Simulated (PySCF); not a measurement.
Compound: C2H5P.
Numbering: `[CH2:1]1[CH2:2][PH:3]1` (hydrogens: H4, H5 on C1; H6, H7 on C2; H8 on P3)

Cartesian coordinates in Å at the GFN2-xTB level; atoms count from 1:
```xyz
8
C2H5P angstrom
C     -0.051    0.817   -0.031
C     -0.564   -0.592   -0.015
P      1.098   -0.408   -0.798
H      0.243    1.271    0.905
H     -0.528    1.510   -0.712
H     -0.626   -1.108    0.933
H     -1.379   -0.828   -0.687
H      1.814   -0.653    0.381
```

Computed, not measured: PySCF, TDDFT CAM-B3LYP/def2-SVPD, vertical, gas phase, core orbitals frozen in the response.

Transition dipole moments from the ground state, in atomic units and in the frame of the coordinates above (overall signs are arbitrary), for the states with f of 0.002 or more among the lowest 8:

```csv
state,E (eV),μx,μy,μz
S1,6.597,-0.145,-0.397,0.006
S2,6.782,0.158,-0.051,0.366
S3,6.862,-0.096,-0.262,0.004
S4,7.420,0.593,-0.214,0.090
S5,7.846,0.915,-0.341,-0.810
S6,8.127,0.161,0.449,-0.004
S8,8.272,0.578,-0.213,-0.221
```

**Question.** What oscillator strength does each state have?

**Answer.** f = (2/3) ΔE |μ|² with ΔE in hartree (27.2114 eV).

| state | \|μ\|² (au) | \|μ\| (D) | f |
| --- | --- | --- | --- |
| S1 | 0.179 | 1.07 | 0.029 |
| S2 | 0.161 | 1.02 | 0.027 |
| S3 | 0.078 | 0.71 | 0.013 |
| S4 | 0.406 | 1.62 | 0.074 |
| S5 | 1.608 | 3.22 | 0.309 |
| S6 | 0.227 | 1.21 | 0.045 |
| S8 | 0.429 | 1.66 | 0.087 |

**Question.** What is the point group, and which symmetry does each of these states have?

**Answer.** Cs. From a totally symmetric ground state, an allowed state transforms like the component of the dipole operator along its μ. Polarised normal to the mirror plane, so A″: S1, S3 and S6. Polarised in the mirror plane, so A′: S2, S4, S5 and S8.

**Question.** Which bond between heavy atoms lies closest to the direction of the S5 transition dipole?

**Answer.** C2–P3 and C1–P3, at 27° from it; next C1–C2 at 90°.

**Question.** What angle do the transition dipoles of S3 and S8 make?

**Answer.** |cos θ| = |μa·μb| / (|μa| |μb|) = 0.00, so θ ≈ 90° (taken between 0 and 90°, since the signs are arbitrary).

**Question.** How is the summed strength of these states shared among x, y and z?

**Answer.** (2/3) Σ ΔE μα² gives 0.307 for x, 0.117 for y and 0.160 for z, 0.584 in all.

**Question.** What peak molar absorption coefficient would the strongest computed level give as a lone Gaussian band 0.3 eV wide at half height?

**Answer.** ε(max) = 2.175×10⁸ f / FWHM, with the width in cm⁻¹. S5: 2.175×10⁸ × 0.3092 / 2420 ≈ 28000 L mol⁻¹ cm⁻¹.

Without π bonds the low states may be Rydberg-like; a valence basis with one diffuse set may place them up to an eV too high.
